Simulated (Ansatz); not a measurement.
Results of PBE (Ansatz, a program for electronic structure, PAW) for hcp Os.

Run with plane-wave cutoff 520 eV, 30×30×16 k mesh (along the axes of the cell as run), Fermi–Dirac smearing 0.068 eV (set by the program), no spin polarisation, scalar-relativistic PAW data made under PBE.

Computed at the level's own relaxed cell.

Problem. What does this level give for the elastic constant C12, elastic constant C13, Voigt–Reuss–Hill bulk modulus, elastic constant C11, elastic constant C33, elastic constant C44 and elastic constant C66?

Solution. 
* **elastic constant C12**: 220 GPa
* **elastic constant C13**: 215 GPa
* **Voigt–Reuss–Hill bulk modulus**: 397 GPa
* **elastic constant C11**: 731 GPa
* **elastic constant C33**: 821 GPa
* **elastic constant C44**: 258 GPa
* **elastic constant C66**: 255 GPa

Measured, for comparison: elastic constant C12 228 GPa, elastic constant C13 218 GPa, elastic constant C11 763 GPa, elastic constant C33 843 GPa, elastic constant C44 269 GPa (0 K, extrapolated to 0 K (read from the set's bulk modulus against, 405 at 300 K); as tabulated in Liu et al. (2023), arXiv:2002.00005). Computed (rounded) less measured: elastic constant C12 -4 %, elastic constant C13 -1 %, elastic constant C11 -4 %, elastic constant C33 -3 %, elastic constant C44 -4 %.

Elastic constants are with the ions relaxed.

Spin–orbit coupling is not included.

The result took about 50 core-minutes (a rough figure).
